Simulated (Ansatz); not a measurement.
Frontier orbitals of `[OH][AlH][AlH2]`.

```xyz
7

O    -0.3509   -1.2515   -1.5404
Al   -0.8396   -0.3214   -0.1968
Al    1.0953    0.9527    0.9535
H    -0.9601   -1.7734   -2.0618
H    -2.3918   -0.3454    0.1836
H     1.5075    2.4306    0.5191
H     1.9396    0.3084    2.1429
```

Total charge 0; spin multiplicity 1. Geometry: relaxed with PBE0-D4/def2-TZVP. It is one conformer, not always the lowest. Basis def2-TZVPP, Ansatz 0.2.0.

| functional | HOMO (eV) | LUMO (eV) |
| --- | --- | --- |
| r2SCANh | -6.49 | -2.33 |

Problem. Give HOMO and LUMO (eV) with LDA (SPW92), PBE, revPBE, BLYP, r2SCAN, B97M-V, PBE0, B3LYP, r2SCAN0, HSE06 (plane-wave form), BHLYP, CAM-B3LYP, LC-ωPBE, ωB97X-V, ωB97M-V, HF. (Estimate.)

Solution. Computed: 
```
             functional   HOMO   LUMO
            LDA (SPW92)  -5.94  -3.06
                    PBE  -5.89  -2.85
                 revPBE  -5.86  -2.75
                   BLYP  -5.77  -2.70
                 r2SCAN  -6.11  -2.59
                 B97M-V  -6.18  -2.86
                   PBE0  -6.93  -2.08
                  B3LYP  -6.75  -2.25
                r2SCAN0  -7.06  -1.94
HSE06 (plane-wave form)  -6.54  -2.45
                  BHLYP  -7.87  -1.27
              CAM-B3LYP  -8.17  -1.10
                LC-ωPBE  -9.44  -0.05
                ωB97X-V  -9.14  -0.16
                ωB97M-V  -8.85  -0.44
                     HF  -9.33   0.66
```

B3LYP here is the variant with VWN-RPA as its local correlation; programs differ in this. LC-ωPBE has ω = 0.4 bohr⁻¹.
